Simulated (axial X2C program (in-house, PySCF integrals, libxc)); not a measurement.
Values are calculated unless marked as measured or tabulated.
## NaS⁻: input and output of an EOM-EE-CCSD run

Program: an in-house all-electron X2C program for linear molecules (integrals from PySCF).

Input and command:
```json
{"zs": [16, 11], "q": -1, "bas": ["dyall-av3z", "dyall-acv3z"], "r0": 2.54, "eom": "ee", "thr": -2.0, "nmax": 88}
```
```bash
python soeom.py task.json out
```

Keys: zs atomic numbers; q charge; bas basis sets; r0 starting distance in Å; eom kind of EOM run; thr threshold in hartree for freezing inner shells (an s shell follows its p shell); nmax most natural virtual spinors.

Output at R = 2.410 Å (near the PBE0 minimum at charge -1 of the determinant lowest at the starting distance; the state shown can have its own minimum elsewhere), reference NaS⁻:

```
two-component X2C + atomic mean field  HF
basis functions 143  fitting functions 691  grid points 4361
iter        total energy     max residual
   1       -560.611025420     1.20e-01
   2       -560.623809921     4.87e-03
   3       -560.624316897     3.02e-03
   4       -560.624418535     2.08e-03
   5       -560.624460029     3.87e-04
   6       -560.624478721     6.28e-04
   7       -560.624482347     2.74e-04
   8       -560.624483116     2.59e-05
   9       -560.624483203     3.13e-05
  10       -560.624483267     2.07e-05
  11       -560.624483308     9.71e-06
  12       -560.624483325     6.53e-06
  13       -560.624483328     3.02e-06
  14       -560.624483328     6.88e-07
converged
one-electron -863.98156019  Coulomb 304.14114402  exact exchange -39.35391045  xc functional 0.00000000  nuclear repulsion 38.64530669  atomic mean-field constant -0.07546339
correlated 16  virtual 236  natural virtual 88  E(MP2) -0.491457801  MP2 remainder -0.088291622
iter   CCSD correlation   residual
   1     -0.405047372   1.98e-01
   2     -0.410518079   1.66e-01
   3     -0.413905228   4.71e-02
   4     -0.415154250   3.42e-02
   5     -0.415176564   2.11e-02
   6     -0.415092961   1.48e-02
   7     -0.415130254   9.53e-03
   8     -0.415162812   5.78e-03
   9     -0.415165984   3.42e-03
  10     -0.415210327   2.24e-03
  11     -0.415229312   1.34e-03
  12     -0.415239990   8.80e-04
  13     -0.415246872   5.13e-04
  14     -0.415248728   3.44e-04
  15     -0.415248972   2.15e-04
  16     -0.415249172   1.55e-04
  17     -0.415249582   1.32e-04
  18     -0.415249806   1.16e-04
  19     -0.415249935   8.01e-05
  20     -0.415250291   6.22e-05
  21     -0.415250355   4.72e-05
  22     -0.415250349   3.58e-05
  23     -0.415250320   2.48e-05
  24     -0.415250235   1.77e-05
  25     -0.415250195   1.16e-05
  26     -0.415250176   8.56e-06
(T) -0.013980615  T1 0.0516  D1 0.1365  max T2 0.046
EOM-EE-CCSD roots
2*Omega      energy/Eh   energy/eV  one-particle weight
    0       0.02098898      0.5711      0.910
    0       0.02162991      0.5886      0.904
    0       0.02540351      0.6913      0.928
    0       0.04463775      1.2147      0.866
    0       0.04934670      1.3428      0.904
    2       0.02043881      0.5562      0.906
    2       0.02300291      0.6259      0.904
    2       0.02586873      0.7039      0.917
    2       0.04935778      1.3431      0.904
    4       0.01999186      0.5440      0.905
    4       0.04961350      1.3501      0.902
    4       0.04964966      1.3510      0.903
    6       0.04954238      1.3481      0.904
```
T1 in the output is the amplitude norm over the root of the electron number; divide by √2 for the Lee–Taylor value.

Reference electrons by ω block (each with its −ω partner): 1/2: 11, 3/2: 3. Root energies count from the CCSD energy of the reference. The reference has large amplitudes (orbital relaxation or multireference character). For an anion, roots above electron detachment are held by the basis set. All roots sought are printed; those with a small one-particle weight need a further excitation, are placed far too high, and may in truth lie low or lowest. Inner shells are frozen, and levels at this size can be off by some tenths of an eV.
